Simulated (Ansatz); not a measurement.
This Ansatz (a quantum-chemistry and plane-wave program) input (wB97M-V/cc-pV(T+d)Z) gives -682.30816 Eh with 78 basis functions. A basis named .json is the Basis Set Exchange file of that set (core-valence sets with the plain set on hydrogen).

Ansatz 0.2 input:
```yaml
crystal:
  periodic: [false, false, false]
  atoms:
    - {symbol: P, position_ang: [-0.00000000, -0.00000000, -0.98809696]}
    - {symbol: P, position_ang: [0.00000000, 0.00000000, 0.98809696]}
basis:
  gaussian:
    orbitals: cc-pV_T+d_Z.json
    final_grid: {core_spheres: 4, valence_spheres: 3, degree: 11}
hamiltonian:
  xc: {name: wB97M-V}
total_charge: 1
magnetization: {spin_polarized: true, initial_magnetization: 1}
```

Change:
```diff
- final_grid: {core_spheres: 4, valence_spheres: 3, degree: 11}
+ final_grid: {core_spheres: 8, valence_spheres: 7, degree: 23}
```

Task: What does the run give now?

Result: -682.30828 Eh (wB97M-V/cc-pV(T+d)Z, 78 functions), a change of -0.12 mEh.
